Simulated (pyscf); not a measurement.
HO–SiH(Br)–Br + H₂ → Br–SiH₂–Br + H₂O, a four-centre exchange (singlet surface; O–Si, H–H broken, H–Si, H–O formed). Single points on ωB97X-D3(BJ)/def2-SVP structures (PySCF, gas phase). Energies in kJ/mol from the separated reactants.

AM1 to PM7: differences of heats of formation from MOPAC. 

In single points PM6 puts the saddle at 270.7 kJ/mol and the reaction energy at +207.2 kJ/mol. Should these be trusted to within a few kcal/mol? Compare with ωB97M-D3(BJ)/def2-TZVP.

ωB97M-D3(BJ)/def2-TZVP gives ΔE‡ = 225.2 kJ/mol and ΔE = +90.6 kJ/mol. PM6 lies 45.5 kJ/mol over it in the barrier and 116.5 kJ/mol over it in the reaction energy, so on this step it does not hold to within 12.6 kJ/mol. ωB97M-D3(BJ)/def2-TZVP has limits of its own. On the product side the descent ends in a complex, 20.5 kJ/mol under the separated species and 155.8 kJ/mol under the saddle at ωB97X-D3(BJ)/def2-TZVP. This is the saddle that the search found; another between the same sides may lie lower. In the def2 sets elements up to Kr have no core potential.
